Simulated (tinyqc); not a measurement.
Pariser-Parr-Pople SCF with singles CI, for the molecule c1ccccc1 (SMILES; centres numbered as the heavy atoms are written), step by step. One step of it, computed by the program tinyqc.

Problem. Iteration 3: Fock matrix. F_rr = H_rr + P_rr gamma_rr / 2 + sum_(s != r) P_ss gamma_rs; F_rs = H_rs - P_rs gamma_rs / 2; E = tr P (H + F) / 2 + core repulsion sum_(r<s) z_r z_s gamma_rs.

P after iteration 2, lower triangle:
```
           1C         2C         3C        4C        5C        6C
1C   1.000000
2C   0.666674   1.000000
3C   0.000000   0.666653   1.000000
4C  -0.333306   0.000000   0.666674  1.000000
5C   0.000000  -0.333347   0.000000  0.666674  1.000000
6C   0.666674   0.000000  -0.333347  0.000000  0.666653  1.000000
```

core matrix H (eV), lower triangle:
```
            1C          2C          3C          4C          5C          6C
1C  -41.417587
2C   -2.390000  -41.418626
3C    0.000000   -2.390000  -41.418626
4C    0.000000    0.000000   -2.390000  -41.417587
5C    0.000000    0.000000    0.000000   -2.390000  -41.418626
6C   -2.390000    0.000000    0.000000    0.000000   -2.390000  -41.418626
```

repulsion gamma_rs (eV), lower triangle:
```
           1C         2C         3C         4C         5C         6C
1C  11.130000
2C   7.554960  11.130000
3C   5.239602   7.553862  11.130000
4C   4.668463   5.239602   7.554960  11.130000
5C   5.239602   4.669500   5.240702   7.554960  11.130000
6C   7.554960   5.240702   4.669500   5.239602   7.553862  11.130000
```

Centres (angstrom, eV; a flat drawing with bonds scaled to 1.40 angstrom):
```
centre          x          y  core charge z          W   gamma_rr
1C       1.400000   0.000000              1  11.160000  11.130000
2C       0.700000   1.212000              1  11.160000  11.130000
3C      -0.700000   1.212000              1  11.160000  11.130000
4C      -1.400000   0.000000              1  11.160000  11.130000
5C      -0.700000  -1.212000              1  11.160000  11.130000
6C       0.700000  -1.212000              1  11.160000  11.130000
```

Give: F; pi energy.

Solution.

F (eV), lower triangle:
```
         1C       2C       3C       4C       5C       6C
1C  -5.5950
2C  -4.9083  -5.5950
3C   0.0000  -4.9079  -5.5950
4C   0.7780   0.0000  -4.9083  -5.5950
5C   0.0000   0.7783   0.0000  -4.9083  -5.5950
6C  -4.9083   0.0000   0.7783   0.0000  -4.9079  -5.5950
```

pi energy = -80.2360 eV
